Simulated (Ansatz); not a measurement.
Reaction (SMILES): OO (H2O2) → [O-]O + H+
B3LYP-D3(BJ)/def2-TZVP geometries, fixed; electronic energies without zero-point terms.
Largest species:
```xyz
4

O      0.0155     0.7238    -0.0702
O     -0.0112    -0.7261    -0.0419
H      0.8057     0.8967     0.4614
H     -0.8394    -0.8786     0.4355
```
Charge 0, spin multiplicity 1.

Basis-set convergence of the deprotonation energy at MP2 with Ansatz (an electronic-structure program). Cartesian d functions, on some or all atoms, in 6-31G*, 6-31+G*; all else is spherical. Cores are frozen. No added dispersion term, no relativity. Functions are those of the species that has most. Reference: Hartree-Fock in aug-cc-pVQZ plus the correlation part extrapolated as X^-3 from aug-cc-pVTZ and aug-cc-pVQZ, 382.33 kcal/mol, itself unsure by roughly 0.22 kcal/mol (a third of the extrapolation step and of the last Hartree-Fock step). Deviations are taken from unrounded values.

| basis | functions | deprotonation energy (kcal/mol) |
|---|---|---|
| 6-31G* | 34 | 402.80 |
| 6-31+G* | 42 | 376.09 |
| cc-pVDZ | 38 | 412.59 |
| aug-cc-pVDZ | 64 | 380.38 |
| def2-SVP | 38 | 411.44 |
| def2-SVPD | 62 | 381.04 |
| pcseg-1 | 38 | 397.75 |
| aug-pcseg-1 | 64 | 379.06 |
| 6-311G** | 48 | 407.80 |
| 6-311+G** | 56 | 386.12 |
| def2-TZVP | 74 | 390.34 |
| def2-TZVPD | 98 | 381.06 |
| cc-pVTZ | 88 | 399.51 |
| aug-cc-pVTZ | 138 | 382.27 |
| pcseg-2 | 88 | 388.51 |
| aug-pcseg-2 | 138 | 382.78 |
| def2-TZVPP | 90 | 392.82 |
| def2-TZVPPD | 114 | 383.31 |
| cc-pVQZ | 170 | 391.89 |
| aug-cc-pVQZ | 252 | 382.51 |
| def2-QZVPP | 174 | 387.14 |
| def2-QZVPPD | 198 | 383.40 |
| pcseg-3 | 186 | 384.25 |
| aug-pcseg-3 | 268 | 383.29 |

What the diffuse functions change, pair by pair:
- 6-31G* to 6-31+G*: 8 more functions, deviation 20.47 to -6.24 kcal/mol
- cc-pVDZ to aug-cc-pVDZ: 26 more functions, deviation 30.26 to -1.95 kcal/mol
- def2-SVP to def2-SVPD: 24 more functions, deviation 29.11 to -1.30 kcal/mol
- pcseg-1 to aug-pcseg-1: 26 more functions, deviation 15.42 to -3.28 kcal/mol
- 6-311G** to 6-311+G**: 8 more functions, deviation 25.46 to 3.79 kcal/mol
- def2-TZVP to def2-TZVPD: 24 more functions, deviation 8.00 to -1.27 kcal/mol
- cc-pVTZ to aug-cc-pVTZ: 50 more functions, deviation 17.18 to -0.06 kcal/mol
- pcseg-2 to aug-pcseg-2: 50 more functions, deviation 6.17 to 0.45 kcal/mol
- def2-TZVPP to def2-TZVPPD: 24 more functions, deviation 10.48 to 0.98 kcal/mol
- cc-pVQZ to aug-cc-pVQZ: 82 more functions, deviation 9.55 to 0.18 kcal/mol
- def2-QZVPP to def2-QZVPPD: 24 more functions, deviation 4.81 to 1.07 kcal/mol
- pcseg-3 to aug-pcseg-3: 82 more functions, deviation 1.92 to 0.96 kcal/mol

Leaving out the reference's own pair, they bring the value nearer the reference by more than 0.22 kcal/mol in 11 of 11 pairs.
